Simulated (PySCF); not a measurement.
# How well do the runs reproduce experiment for methyl propyl ether?

**The experiment to reproduce.**

From NIST CCCBDB Release 22 (SRD 101), experimental polarizabilities, for the gas: mean polarisability 8.86 Å³.

The runs below try to reproduce these values; the comparison stands at the end.

Species: methyl propyl ether, C4H10O.
SMILES with atom numbers: `[CH3:1][CH2:2][CH2:3][O:4][CH3:5]` (hydrogens: H6, H7, H8 on C1; H9, H10 on C2; H11, H12 on C3; H13, H14, H15 on C5)

Geometry (PBE0-D3(BJ)/def2-SVP, Å), atoms numbered from 1 in this order:
```
atom  x, y, z in Å
C1    -1.9764   -0.9302   -0.7530
C2    -0.4682   -0.7672   -0.8337
C3     0.0766    0.1845    0.2090
O4     1.4624    0.2809    0.0681
C5     2.0559    1.1391    0.9872
H6    -2.3453   -1.6250   -1.5217
H7    -2.4951    0.0310   -0.8999
H8    -2.2883   -1.3260    0.2272
H9    -0.1712   -0.3942   -1.8278
H10    0.0343   -1.7403   -0.7072
H11   -0.1887   -0.1738    1.2280
H12   -0.3982    1.1842    0.0981
H13    3.1386    1.1462    0.7977
H14    1.8859    0.8133    2.0337
H15    1.6775    2.1776    0.8943
```

Runs made with PySCF (gas phase, on this PBE0-D3(BJ)/def2-SVP geometry; no spin–orbit coupling):

| level | job | basis functions |
| --- | --- | --- |
| CAM-B3LYP/def2-SVPD | 10 singlets by full TDDFT, 4 Tamm–Dancoff triplets, polarisability, ΔSCF ions | 183 |
| B3LYP/def2-SVPD | 10 singlets by full TDDFT, 4 Tamm–Dancoff triplets, polarisability, ΔSCF ions | 183 |
| HF/def2-SVPD | 10 singlets by TDHF, 4 Tamm–Dancoff triplets, polarisability, ΔSCF ions | 183 |
| LDA/def2-SVPD | 10 singlets by full TDDFT, 4 Tamm–Dancoff triplets, polarisability, ΔSCF ions | 183 |
| PBE/def2-SVPD | 10 singlets by full TDDFT, 4 Tamm–Dancoff triplets, polarisability, ΔSCF ions | 183 |
| PBE0/def2-SVPD | 10 singlets by full TDDFT, 4 Tamm–Dancoff triplets, polarisability, ΔSCF ions | 183 |
| LC-wPBE/def2-SVPD | 10 singlets by full TDDFT, 4 Tamm–Dancoff triplets, polarisability, ΔSCF ions | 183 |
| PBE0/6-31+G* | 10 singlets by full TDDFT, 4 Tamm–Dancoff triplets, polarisability | 110 |
| PBE0/6-31G* | 10 singlets by full TDDFT, 4 Tamm–Dancoff triplets, polarisability | 90 |
| PBE0/aug-cc-pVDZ | 10 singlets by full TDDFT, 4 Tamm–Dancoff triplets, polarisability | 205 |
| PBE0/def2-TZVP | 10 singlets by full TDDFT, 4 Tamm–Dancoff triplets, polarisability | 215 |
| wB97X-D/def2-SVPD | 10 singlets by full TDDFT, 4 Tamm–Dancoff triplets, polarisability, ΔSCF ions | 183 |

All basis functions are spherical.

**Comparison with experiment**

**Mean polarisability.** Measured: 8.86 Å³ (NIST CCCBDB Release 22 (SRD 101), experimental polarizabilities).

```json
{"level": "CAM-B3LYP/def2-SVPD", "computed (Å³)": "8.50", "computed − measured (Å³)": "-0.36", "% (from the printed values)": "-4"}
{"level": "B3LYP/def2-SVPD", "computed (Å³)": "8.64", "computed − measured (Å³)": "-0.22", "% (from the printed values)": "-2"}
{"level": "HF/def2-SVPD", "computed (Å³)": "7.95", "computed − measured (Å³)": "-0.91", "% (from the printed values)": "-10"}
{"level": "LDA/def2-SVPD", "computed (Å³)": "9.08", "computed − measured (Å³)": "+0.22", "% (from the printed values)": "+2"}
{"level": "PBE/def2-SVPD", "computed (Å³)": "8.93", "computed − measured (Å³)": "+0.07", "% (from the printed values)": "+1"}
{"level": "PBE0/def2-SVPD", "computed (Å³)": "8.55", "computed − measured (Å³)": "-0.31", "% (from the printed values)": "-3"}
{"level": "LC-wPBE/def2-SVPD", "computed (Å³)": "8.27", "computed − measured (Å³)": "-0.59", "% (from the printed values)": "-7"}
{"level": "PBE0/6-31+G*", "computed (Å³)": "7.83", "computed − measured (Å³)": "-1.03", "% (from the printed values)": "-12"}
{"level": "PBE0/6-31G*", "computed (Å³)": "7.12", "computed − measured (Å³)": "-1.74", "% (from the printed values)": "-20"}
{"level": "PBE0/aug-cc-pVDZ", "computed (Å³)": "8.77", "computed − measured (Å³)": "-0.09", "% (from the printed values)": "-1"}
{"level": "PBE0/def2-TZVP", "computed (Å³)": "8.31", "computed − measured (Å³)": "-0.55", "% (from the printed values)": "-6"}
{"level": "wB97X-D/def2-SVPD", "computed (Å³)": "8.48", "computed − measured (Å³)": "-0.38", "% (from the printed values)": "-4"}
```

12 of the 15 levels run are shown, the closest and the furthest among them. Closest is PBE/def2-SVPD (+0.07 Å³), furthest PBE0/6-31G* (-1.74 Å³); one molecule doesn't rank methods. The computed values are static and purely electronic, with core orbitals frozen in the response (1 au = 0.148185 Å³). The table of measured values doesn't say here whether a value is static or optical, or holds a vibrational part. The measurement averages over conformers, the calculation has one.

The geometry is computed, not the measured one. Where a level misses, the cause wasn't examined.
